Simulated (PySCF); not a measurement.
B3LYP has the VWN-RPA correlation part, as in Gaussian. Excitations are Tamm–Dancoff values on a coarser integration grid. The basis has no diffuse functions, so Rydberg states are missing or too high.

Cartesian coordinates (Å):
SMILES: [F][Al]([F])[F]
```xyz
4

F     -0.9098    -1.3710    -0.0007
Al     0.0000     0.0000     0.0000
F      1.6422    -0.1024     0.0002
F     -0.7324     1.4734     0.0006
```
Charge 0, spin multiplicity 1.

Task: What is the computed S1 excitation (TDA), brightest of the four lowest singlets (TDA) and LUMO (PySCF 2.14.0 with B3LYP-D3(BJ)/def2-TZVP // B3LYP-D3(BJ)/def2-SVP)?

Result: 
| Property | Result |
|---|---|
| S1 excitation (TDA) | 8.04 eV |
| brightest of the four lowest singlets (TDA) | 8.80 eV |
| LUMO | -1.99 eV |
